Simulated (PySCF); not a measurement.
# AlH3S (SMILES [AlH2][SH]) at PBE/def2-TZVP

What is the energy change on altering one bond length of AlH3S at PBE/def2-TZVP? Input form: a Python script.

The calculation is run with PySCF 2.14.0.

1 further run of the same task is left out (set aside as unsound or not needed).

### 1 The structure to begin with

AlH3S: 5 atoms, total charge 0, spin state singlet. SMILES: `[AlH2][SH]`. Geometry: relaxed at PBE0-D4/def2-TZVP.

Bond lengths: Al1–S2 2.181 Å, Al1–H3 1.579 Å, Al1–H4 1.581 Å, S2–H5 1.344 Å. Angles: Al1–S2–H5 93.7°, S2–Al1–H3 116.5°, S2–Al1–H4 118.9°, H3–Al1–H4 124.6°.

### 2 The energy at PBE/def2-TZVP

The input, geometry.xyz:

```xyz
5
AlH3S
Al    -0.616100    -0.064200    -0.181700
S      1.129100    -0.343100     1.096600
H     -1.981700    -0.650100     0.351100
H     -0.441100     0.696000    -1.556400
H      1.959700     0.287800     0.249000
```

The input, job.py:

```python
from pyscf import gto, dft

mol = gto.M(
    atom='geometry.xyz',
    max_memory=1860,
    basis='def2-tzvp',
    spin=0,
    verbose=3,
)

mf = dft.RKS(mol)
mf.xc = 'pbe'
mf.conv_tol = 1e-10
mf.grids.level = 5
mf.kernel()
if not mf.converged:
    mf = mf.newton().run(mf.mo_coeff, mf.mo_occ)

e_final = mf.e_tot
print('Final energy', e_final)
```

On the command line:

```console
OMP_NUM_THREADS=1 python job.py
```

What it wrote:

```text
converged SCF energy = -642.1520835812
Final energy -642.1520835812005
```

Run time: 9 s. Hardware: 1 thread of Arm Neoverse V2, shared host; peak memory 0.44 GiB.

### 3 The distorted shape at the same level

The input, run.py:

```python
from pyscf import gto, dft

system = gto.Mole()
system.atom = [
    ('Al', (1.022579, 0.638862, -0.821044)),
    ('S', (2.767779, 0.359962, 0.457256)),
    ('H', (-1.981700, -0.650100, 0.351100)),
    ('H', (1.197579, 1.399062, -2.195744)),
    ('H', (3.598379, 0.990862, -0.390344)),
]
system.basis = 'def2-tzvp'
system.verbose = 3
system.max_memory = 1860
system.build()

ks = dft.RKS(system)
ks.xc = 'pbe'
ks.grids.level = 5
ks.conv_tol = 1e-10
ks.kernel()
if not ks.converged:
    ks = ks.newton().run(ks.mo_coeff, ks.mo_occ)

energy = ks.e_tot
print(f'total energy: {energy:.8f} hartree')
```

On the command line:

```console
OMP_NUM_THREADS=1 python run.py
```

What it wrote:

```text
SCF not converged.
SCF energy = -642.016005081438
converged SCF energy = -642.016005086427
total energy: -642.01600509 hartree
```

Run time: 20 s. Hardware: 1 thread of Arm Neoverse V2, shared host; peak memory 0.54 GiB.

### 4 Summary of results

Level: PBE/def2-TZVP.

```
                                                          quantity          value
                                         first shape: total energy  -642.15208 Eh
                                        first shape: dipole moment         0.89 D
                                          first shape: HOMO energy       -6.69 eV
                                          first shape: LUMO energy       -2.15 eV
                                        first shape: HOMO–LUMO gap        4.54 eV
                                     distorted shape: total energy  -642.01601 Eh
                                    distorted shape: dipole moment         3.58 D
                                      distorted shape: HOMO energy       -5.42 eV
                                      distorted shape: LUMO energy       -4.17 eV
                                    distorted shape: HOMO–LUMO gap        1.25 eV
energy change with the Al1–H3 bond stretched from 1.579 to 3.473 Å       3.703 eV
```

One bond (distorted shape) is far stretched, which a spin-restricted single reference describes badly; a broken-symmetry solution may lie lower. With the Al1–H3 bond stretched from 1.579 to 3.473 Å the energy rises by 3.70 eV (85 kcal/mol). The first shape isn't relaxed at this level, so the change isn't measured from a minimum. A restricted reference can't describe the breaking bond well at this length. Mulliken charges (first shape) run from -0.30 on S2 to +0.30 on Al1.
